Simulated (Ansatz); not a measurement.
Process, species as SMILES: FB(F)F → F[B]F + F atom
B3LYP-D3(BJ)/def2-TZVP geometries, fixed; electronic energies without zero-point terms.

The bond dissociation energy at MP2 with Ansatz (an electronic-structure program), in kcal/mol, split into its Hartree-Fock and correlation parts. Cores are frozen. Open shells are unrestricted. No added dispersion term, no relativity. Functions are those of the species that has most.

```
basis    X  functions  Hartree-Fock     MP2
-------  -  ---------  ------------  ------
cc-pVDZ  2         56        129.84  169.87
cc-pVTZ  3        120        133.45  177.65
cc-pVQZ  4        220        133.22  179.34
cc-pV5Z  5        364        133.09  179.85
```

Worked estimate of the basis-set limit from each neighbouring pair, with Hartree-Fock from the larger set and the correlation part extrapolated as X^-3.
Correlation parts: X = 2: 40.03, X = 3: 44.20, X = 4: 46.12, X = 5: 46.76.
- (2,3): (27·(44.20) - 8·(40.03))/19 = 45.96; with Hartree-Fock 133.45 the estimate is 179.41 kcal/mol.
- (3,4): (64·(46.12) - 27·(44.20))/37 = 47.52; with Hartree-Fock 133.22 the estimate is 180.74 kcal/mol.
- (4,5): (125·(46.76) - 64·(46.12))/61 = 47.43; with Hartree-Fock 133.09 the estimate is 180.52 kcal/mol.
The last two estimates differ by 0.22 kcal/mol; the largest set lies 0.67 from the last. Over the last step Hartree-Fock moves by -0.13 and the correlation part by 0.64.
